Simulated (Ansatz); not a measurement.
Geometry optimisation, Ansatz 0.2.0, RKS B3LYP-D4/def2-SVP.

Input:

```yaml
crystal:
  periodic: [false, false, false]
  atoms:
    - { symbol: C, position_ang: [-0.3804, 0.5875, -0.8744] }
    - { symbol: C, position_ang: [-0.4134, -0.3322, 0.299] }
    - { symbol: C, position_ang: [-1.19168, -0.10625, 1.38275] }
    - { symbol: F, position_ang: [-1.96331, 0.9369, 1.43443] }
    - { symbol: H, position_ang: [-0.7264, 0.06, -1.7788] }
    - { symbol: H, position_ang: [-1.0754, 1.4026, -0.7287] }
    - { symbol: H, position_ang: [0.6188, 1.0366, -1.0661] }
    - { symbol: H, position_ang: [0.20542, -1.17941, 0.24374] }
    - { symbol: H, position_ang: [-1.24223, -0.7587, 2.23283] }
basis:
  gaussian: { orbitals: def2-SVP }
hamiltonian:
  xc: b3lyp
  dispersion: d4
relax:
  f_tol: 0.015
  max_steps: 40
output:
  orbitals: {}
```

Launched with:

```bash
$ ansatz run input.yaml --threads 1 --pin off --max-ram 2048MiB --backend cpu --events-out ev --progress --plain --runs-dir out
```

Question: Where does it end, and by what steps?

Answer: The forces met the threshold. After 7 steps the energy has fallen by 0.151 eV; F4 moved furthest, 0.09 Å.

```
step  energy less start (eV)  largest force component (eV/Å)  accepted
   0                  0.0000                           1.969       yes
   1                 -0.1265                           0.965       yes
   2                 -0.1399                           0.336       yes
   3                 -0.1484                           0.212       yes
   4                 -0.1492                           0.115       yes
   5                 -0.1391                           0.775        no
   6                 -0.1507                           0.032       yes
   7                 -0.1508                           0.003       yes
```

```xyz
9
Properties=species:S:1:pos:R:3
C -0.396 0.602 -0.901
C -0.433 -0.305 0.291
C -1.184 -0.118 1.374
F -2.008 0.935 1.510
H -0.684 0.063 -1.820
H -1.077 1.455 -0.774
H 0.622 0.994 -1.070
H 0.200 -1.198 0.292
H -1.210 -0.781 2.244
```

Whether the end is a true minimum wasn't checked by a vibrational analysis.

The run took 23 s on 1 thread of Arm Neoverse V1 (shared host), peak memory 0.15 GiB.
